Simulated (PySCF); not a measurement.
From results back to the method.

Species: C4H12P (charge +1).
Atom-mapped SMILES: `[CH3:1][P+:2]([CH3:3])([CH3:4])[CH3:5]` (hydrogens: H6, H7, H8 on C1; H9, H10, H11 on C3; H12, H13, H14 on C4; H15, H16, H17 on C5)

The closed-shell ground state was solved 5 times with PySCF (density fitting, gas phase), always with PBE0, in these basis sets: IGLO-III, aug-cc-pVDZ, cc-pVDZ, cc-pVTZ and pcSseg-0. Isolated species at its PBE0-D3(BJ)/def2-SVP geometry, gas phase.

| row | total energy (Eh) | HOMO (eV) | LUMO (eV) |
| --- | --- | --- | --- |
| P | -500.5572 | -14.95 | -3.78 |
| Q | -499.6769 | -15.35 | -2.96 |
| R | -500.4760 | -14.92 | -3.17 |
| S | -500.5496 | -14.93 | -3.57 |
| T | -500.4859 | -14.92 | -3.99 |

Q: Which basis belongs to which row?

A: P = IGLO-III, Q = pcSseg-0, R = cc-pVDZ, S = cc-pVTZ, T = aug-cc-pVDZ. From the lowest total energy up: IGLO-III (304 functions) 0 eV; cc-pVTZ (322 functions) +0.21 eV; aug-cc-pVDZ (227 functions) +1.94 eV; cc-pVDZ (134 functions) +2.21 eV; pcSseg-0 (73 functions) +23.95 eV.
